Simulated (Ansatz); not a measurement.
Energy needed to pull apart C₂H₃F (SMILES C=CF), closed shell, into free ground-state atoms, from the structure below (displaced at random from its PBE0-D4/def2-TZVP minimum); no zero-point or spin–orbit terms; open-shell atoms are treated unrestricted, in their ground-state multiplicity.

```
6
angstrom
C -0.5987 0.0439 -0.5081
C 0.4630 0.0078 0.4182
F 0.9476 -1.0730 0.7366
H -1.1537 -0.7644 -0.8182
H -0.8756 1.1603 -0.7786
H 0.9513 0.9339 0.8506
```

Computed with Ansatz 0.2.0 (basis: def2-TZVPP); correlated methods freeze the cores.

```
   method  atomization energy (eV)
   PBE-D4                    24.83
r2SCAN-D4                        ?
  PBE0-D4                        ?
  wB97M-V                    24.03
       HF                    17.22
      MP2                    23.88
     CCSD                    22.98
  CCSD(T)                    23.41
```

**Question.** What does PBE0-D4 give? (Judge from chemistry; the value comes from the calculation.)

**Answer.** Computed: 24.16 eV, which is about 0.76 eV more than CCSD(T)/def2-TZVPP.

**Question.** What does r2SCAN-D4 give? (To be estimated.)

**Answer.** Computed: 24.10 eV, which is about 0.69 eV more than CCSD(T)/def2-TZVPP.

In triple zeta the MP2 and coupled-cluster atomization energies are still short of their basis limit by a few kcal/mol a bond, whereas those of the functionals are nearly converged, so these differences are not deviations from converged CCSD(T).

T1 diagnostic: at most 0.013. The restricted Hartree–Fock reference is unstable towards an unrestricted one here.

For scale, one of the runs: CCSD(T)/def2-TZVPP forces, 135 basis functions (an equivalent command: `ansatz run in.yaml --threads 2`). The run took 93 s on 2 CPU threads (shared host), with 1.3 GiB of host memory at its peak.
